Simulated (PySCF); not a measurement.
# Broadened absorption spectrum of aluminum trihydride

Species: aluminum trihydride, AlH3.
SMILES: `[AlH3]`

Theory: PySCF 2.14.0, density-fitted response routines, TDDFT CAM-B3LYP/def2-SVPD, vertical, gas phase, core orbitals frozen in the response. Isolated species at its PBE0-D3(BJ)/def2-SVP geometry, gas phase.

Computed states:

```csv
state,E (eV),f
S1,5.34,0.0000
S2,5.34,0.0000
S3,8.23,0.173
S4,8.23,0.174
S5,8.31,0.0000
S6,8.61,0.0011
S7,8.62,0.0011
S8,9.09,0.0000
S9,9.37,0.102
```

Each state is given a Gaussian of 0.5 eV full width at half maximum, with ε(max) = 2.175×10⁸ f / Δν̃ (Δν̃ the width in cm⁻¹). The width is an assumption, not a result. The curve ends short of the highest state used, and states not computed would add to its high-energy end.

(1) Give the broadened spectrum and its maxima.

(2) Coming from long wavelengths, where does ε first pass 100 L mol⁻¹ cm⁻¹?

Answers

(1) 
(E (eV), ε (L mol⁻¹ cm⁻¹)): (4.59, 0), (4.73, 0), (4.88, 0), (5.02, 0), (5.16, 0), (5.31, 0), (5.45, 0), (5.60, 0), (5.74, 0), (5.89, 0), (6.03, 0), (6.17, 0), (6.32, 0), (6.46, 0), (6.61, 0), (6.75, 0), (6.90, 0), (7.04, 0), (7.18, 0), (7.33, 2), (7.47, 31), (7.62, 305), (7.76, 1628), (7.91, 6046), (8.05, 13114), (8.19, 18425), (8.34, 16400), (8.48, 9427), (8.63, 3289), (8.77, 925)

Maxima: 151 nm (8.23 eV), ε about 19000, made up of S3 (50%) and S4 (50%) (ε in L mol⁻¹ cm⁻¹; maxima over ε = 5, shares over 10%).

(2) At about 164 nm (7.54 eV), 2.21 eV above S1.

All these states lie below the vertical ionisation energy of 11.31 eV (ΔSCF).
